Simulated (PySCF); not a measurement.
# The bond of O2, level by level, part 2 of 2

PySCF 2.14.0; O def2-TZVPP; no relativity.

## 13. UHF

Log of the SCF at 1.196 Å:

```text
******** <class 'pyscf.scf.uhf_symm.SymAdaptedUHF'> ********
method = SymAdaptedUHF
initial guess = minao
damping factor = 0
level_shift factor = 0
DIIS = <class 'pyscf.scf.diis.CDIIS'>
diis_start_cycle = 1
diis_space = 10
diis_damp = 0
SCF conv_tol = 1e-09
SCF conv_tol_grad = None
SCF max_cycles = 60
direct_scf = False
max_memory 2100 MB (current use 340 MB)
number electrons alpha = 9  beta = 7
Overwritten attributes  get_jk get_k get_occ get_hcore get_j  of <class 'pyscf.scf.uhf_symm.SymAdaptedUHF'>
Set gradient conv threshold to 3.16228e-05
init E= -149.671837175677
cycle= 1 E= -149.683498516451  delta_E= -0.0117  |g|= 0.0459  |ddm|= 0.107
cycle= 2 E= -149.684733809664  delta_E= -0.00124  |g|= 0.0185  |ddm|= 0.0398
cycle= 3 E= -149.684987861147  delta_E= -0.000254  |g|= 0.00803  |ddm|= 0.0156
cycle= 4 E= -149.685045413964  delta_E= -5.76e-05  |g|= 0.00154  |ddm|= 0.0109
cycle= 5 E= -149.685047611548  delta_E= -2.2e-06  |g|= 0.000249  |ddm|= 0.00224
cycle= 6 E= -149.685047663465  delta_E= -5.19e-08  |g|= 4.89e-05  |ddm|= 0.000356
cycle= 7 E= -149.685047665162  delta_E= -1.7e-09  |g|= 1.27e-05  |ddm|= 5.85e-05
cycle= 8 E= -149.685047665315  delta_E= -1.52e-10  |g|= 2.57e-06  |ddm|= 1.99e-05
Extra cycle  E= -149.685047665319  delta_E= -4.72e-12  |g|= 1.2e-06  |ddm|= 2.37e-06
converged SCF energy = -149.685047665319  <S^2> = 2.0444899  2S+1 = 3.0295147
```

Re = 1.158 Å, ωe = 1968 cm⁻¹, ωexe = 9.21 cm⁻¹, αe = 0.0121 cm⁻¹, Be = 1.571 cm⁻¹, De = 1.54 eV. 3 s of CPU time for 12 points, integrals apart.

## 14. Adding correlation

Reference: UHF; core orbitals frozen: 2; virtual orbitals above 20 hartree dropped in coupled cluster: 2. MP2 keeps all virtuals, so it differs from the MP2 energy in the coupled-cluster log.

Output of the coupled-cluster run at 1.196 Å:

```text
******** <class 'pyscf.cc.uccsd.UCCSD'> ********
CC2 = 0
CCSD nocc = (np.int64(7), np.int64(5)), nmo = (58, 58)
frozen orbitals [[0, 1, 60, 61], [0, 1, 60, 61]]
max_cycle = 80
direct = 0
conv_tol = 1e-07
conv_tol_normt = 1e-05
diis_space = 8
diis_start_cycle = 0
diis_start_energy_diff = 1e+09
max_memory 2100 MB (current use 412 MB)
Init t2, MP2 energy = -0.428706951227243
Init E_corr(UCCSD) = -0.428706951227982
cycle = 1  E_corr(UCCSD) = -0.415500302712473  dE = 0.0132066485  norm(t1,t2) = 0.0801044
cycle = 2  E_corr(UCCSD) = -0.430907605453683  dE = -0.0154073027  norm(t1,t2) = 0.0238002
cycle = 3  E_corr(UCCSD) = -0.430003418907766  dE = 0.000904186546  norm(t1,t2) = 0.010491
cycle = 4  E_corr(UCCSD) = -0.431891741993281  dE = -0.00188832309  norm(t1,t2) = 0.00456372
cycle = 5  E_corr(UCCSD) = -0.431808627148033  dE = 8.31148452e-05  norm(t1,t2) = 0.000556123
cycle = 6  E_corr(UCCSD) = -0.431793510003321  dE = 1.51171447e-05  norm(t1,t2) = 0.000144599
cycle = 7  E_corr(UCCSD) = -0.431802638954829  dE = -9.12895151e-06  norm(t1,t2) = 4.70225e-05
cycle = 8  E_corr(UCCSD) = -0.431802667256488  dE = -2.83016593e-08  norm(t1,t2) = 9.15589e-06
UCCSD converged
E(UCCSD) = -150.1168503325759  E_corr = -0.4318026672564885
UCCSD(T) correction = -0.017145523826394
```

Correlation energy (eV) along the bond:

```tsv
R (Å)	MP2	SCS-MP2	CCSD	CCSD(T)	T1
1.029	-10.876	-10.398	n/a	n/a	n/a
1.076	-11.077	-10.572	-11.286	-11.662	0.013
1.124	-11.301	-10.766	-11.463	-11.872	0.014
1.160	-11.485	-10.924	-11.604	-12.041	0.015
1.196	-11.682	-11.094	-11.750	-12.217	0.017
1.232	-11.892	-11.273	-11.901	-12.399	0.018
1.280	-12.191	-11.528	-12.108	-12.652	0.019
1.339	-12.596	-11.873	-12.374	-12.979	0.021
1.411	-13.125	-12.321	-12.699	-13.382	0.023
1.507	-13.897	-12.974	n/a	n/a	n/a
```

UHF-MP2: Re = 1.223 Å, ωe = 1464 cm⁻¹, ωexe = 15.9 cm⁻¹, αe = 0.0189 cm⁻¹, Be = 1.409 cm⁻¹, De = 5.46 eV.

UHF-SCS-MP2: Re = 1.210 Å, ωe = 1560 cm⁻¹, ωexe = 14.0 cm⁻¹, αe = 0.0170 cm⁻¹, Be = 1.439 cm⁻¹, De = 4.96 eV.

UHF-CCSD: Re = 1.200 Å, ωe = 1667 cm⁻¹, ωexe = 10.3 cm⁻¹, αe = 0.0141 cm⁻¹, Be = 1.463 cm⁻¹, De = 4.62 eV.

UHF-CCSD(T): Re = 1.212 Å, ωe = 1586 cm⁻¹, ωexe = 11.0 cm⁻¹, αe = 0.0151 cm⁻¹, Be = 1.436 cm⁻¹, De = 4.94 eV.

## 15. The curves together

Energy (eV) from each level's lowest point:

```tsv
R (Å)	UHF	UHF-MP2	UHF-SCS-MP2	UHF-CCSD	UHF-CCSD(T)	LDA	PBE	PW91	BP86	r²SCAN	PBE0	MN15	CAM-B3LYP
1.029	1.305	2.060	1.927	n/a	n/a	1.857	2.084	2.068	2.113	1.921	1.752	1.834	1.782
1.076	0.464	1.018	0.911	0.854	0.945	0.863	1.024	1.014	1.048	0.903	0.777	0.823	0.799
1.124	0.072	0.402	0.326	0.285	0.342	0.297	0.396	0.390	0.413	0.317	0.239	0.260	0.253
1.160	0.000	0.146	0.095	0.073	0.102	0.080	0.135	0.132	0.147	0.089	0.049	0.058	0.056
1.196	0.074	0.022	0.000	0.000	0.000	0.000	0.014	0.012	0.020	0.000	0.000	0.000	0.000
1.232	0.261	0.000	0.008	0.037	0.005	0.026	0.000	0.000	0.000	0.019	0.060	0.056	0.054
1.280	0.645	0.085	0.137	0.213	0.136	0.184	0.109	0.110	0.101	0.171	0.268	0.263	0.254
1.339	1.276	0.311	0.424	0.579	0.441	0.523	0.390	0.391	0.372	0.505	0.673	0.674	0.652
1.411	2.172	0.678	0.870	1.149	0.932	1.058	0.862	0.863	0.833	1.040	1.293	1.306	1.266
1.507	3.477	1.210	1.523	n/a	n/a	1.881	1.611	1.610	1.569	1.869	2.231	2.267	2.206
```

## 16. Constants by level of theory

What follows sums up all 2 parts.

Lowest PBE0 solution found, without spin–orbit coupling: ³Σg⁻ (triplet), unpaired electrons π ↑↑. State 2 has its PBE0 minimum 0.45 eV higher, as a spin-mixed determinant (⟨S²⟩ = 1.01), so this is no gap between pure states. The other levels ran on the lowest alone.

```tsv
level	Re (Å)	ωe (cm⁻¹)	De (eV)
UHF	1.158	1968	1.54
UHF-MP2	1.223	1464	5.46
UHF-SCS-MP2	1.210	1560	4.96
UHF-CCSD	1.200	1667	4.62
UHF-CCSD(T)	1.212	1586	4.94
LDA	1.204	1622	7.59
PBE	1.219	1556	6.25
PW91	1.218	1554	6.23
BP86	1.221	1542	6.17
r²SCAN	1.207	1624	5.63
PBE0	1.193	1714	5.40
MN15	1.195	1732	5.29
CAM-B3LYP	1.195	1704	5.40
measured	1.20752	1580.193	n/a
```

De is counted to O + O in their ground configurations.

Measured values: Huber and Herzberg, Constants of Diatomic Molecules, 1979.

Differences from the measured constants:

```tsv
level	Re (mÅ)	ωe (%)
UHF	-49	+24.5
UHF-MP2	+15	-7.4
UHF-SCS-MP2	+3	-1.3
UHF-CCSD	-7	+5.5
UHF-CCSD(T)	+4	+0.3
LDA	-4	+2.7
PBE	+11	-1.5
PW91	+11	-1.6
BP86	+14	-2.4
r²SCAN	-1	+2.8
PBE0	-15	+8.5
MN15	-13	+9.6
CAM-B3LYP	-13	+7.8
```

Time per point (s) on 1 thread, shared host (CPU time, shared integrals of 0.093 s apart; correlated levels include their reference; CCSD comes with the CCSD(T) run); the times are rough: UHF 0.25, UHF-MP2 0.44, UHF-SCS-MP2 0.44, UHF-CCSD(T) 11, LDA 0.46, PBE 0.63, PW91 0.44, BP86 0.42, r²SCAN 0.97, PBE0 0.98, MN15 1.1, CAM-B3LYP 1.1.

Cheap and still within 10 mÅ and 2.5 % of the measured constants: UHF-SCS-MP2 (0.44 s), against 11 s for the dearest run.

What this shows: Judged by the measured constants: best bond length r²SCAN (-1 mÅ), worst UHF (-49 mÅ); best wavenumber UHF-CCSD(T) (+0.3 %), worst UHF (+24.5 %). Hartree–Fock falls on the short and stiff side, its usual fault. PBE gives a bond that is too long and too soft, as GGAs tend to. Of the levels with a De here, UHF gives the least (1.54 eV) and LDA the most (7.59 eV).

Correlated steps freeze 2 core orbitals. At UHF the stretched side of the curve climbs above De, by a hump or because the determinant held fixed goes to a higher limit.
